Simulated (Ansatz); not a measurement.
A run on AlH$_{4}$NO (`[NH2][AlH][OH]`) with other settings.

```yaml
crystal:
  periodic: [false, false, false]
  atoms:
    - {symbol: N, position_ang: [-1.150270, 0.345954, -0.568743]}
    - {symbol: Al, position_ang: [0.330576, 0.149113, 0.362572]}
    - {symbol: O, position_ang: [1.304554, -1.187509, -0.020806]}
    - {symbol: H, position_ang: [-1.457678, -0.270110, -1.303289]}
    - {symbol: H, position_ang: [-1.808466, 1.095637, -0.436936]}
    - {symbol: H, position_ang: [0.716757, 1.179657, 1.495358]}
    - {symbol: H, position_ang: [2.125727, -1.380742, 0.426044]}
basis:
  gaussian: {orbitals: def2-mTZVPP, fitting: {mean_field: cc-pVTZ-jkfit}, final_grid: {core_spheres: 20, valence_spheres: 16, degree: 47}}
total_charge: 1
magnetization: {spin_polarized: true, initial_magnetization: 1}
hamiltonian: {xc: {name: CAM-B3LYP}}
output: {forces: true}
```

```sh
$ ansatz run in.yaml --threads 2 --pin off --events-out ev --progress --plain --max-ram 32768MiB --backend cpu
```

It prints (some lines left out):

```
Functional definition: CAM-B3LYP
399 factors; integrals over basis functions are off by at most 2.0e-1 eV
399 factors; integrals over basis functions are off by at most 3.0e-5 eV
mean field evaluation 1: about -10166.8045 eV, gradient 8.2e1 eV
mean field evaluation 2: about -10110.6037 eV, gradient 1.3e2 eV
mean field evaluation 4: about -10189.8642 eV, gradient 1.4e1 eV
mean field evaluation 8: about -10190.6715 eV, gradient 6.1e-1 eV
mean field evaluation 16: about -10192.0387 eV, gradient 1.2e-1 eV
mean field -10192.04208939 eV, -374.5506383708 hartree, gradient 1.6e-5 eV, S^2 0.755931; 4 other end points of the search recorded, 0 dependent functions left out
reference -10192.04219540 eV, -374.5506422667 hartree; 16, 15 occupied and 74, 75 virtual orbitals, 399 factors
Total energy: -10192.04219540 eV, -374.5506422667 hartree
Atom 0 at    -1.150270     0.345954    -0.568743 Å, force    -1.770970    -0.058681    -1.354626 eV/Å
Atom 1 at     0.330576     0.149113     0.362572 Å, force     4.091541    -0.412769     2.676338 eV/Å
Atom 2 at     1.304554    -1.187509    -0.020806 Å, force    -1.341620     0.668497    -0.437495 eV/Å
Atom 3 at    -1.457678    -0.270110    -1.303289 Å, force    -0.343930    -0.554594    -0.711359 eV/Å
Atom 4 at    -1.808466     1.095637    -0.436936 Å, force    -0.628955     0.680091     0.095692 eV/Å
Atom 5 at     0.716757     1.179657     1.495358 Å, force    -0.445139    -0.118565    -0.424351 eV/Å
Atom 6 at     2.125727    -1.380742     0.426044 Å, force     0.439073    -0.203980     0.155802 eV/Å
Dipole moment:    -0.862318     0.436913    -0.275592 e Å
```

It took 6.5 s on 2 threads of a server CPU on a shared host, with 0.32 GiB of host memory at the peak.
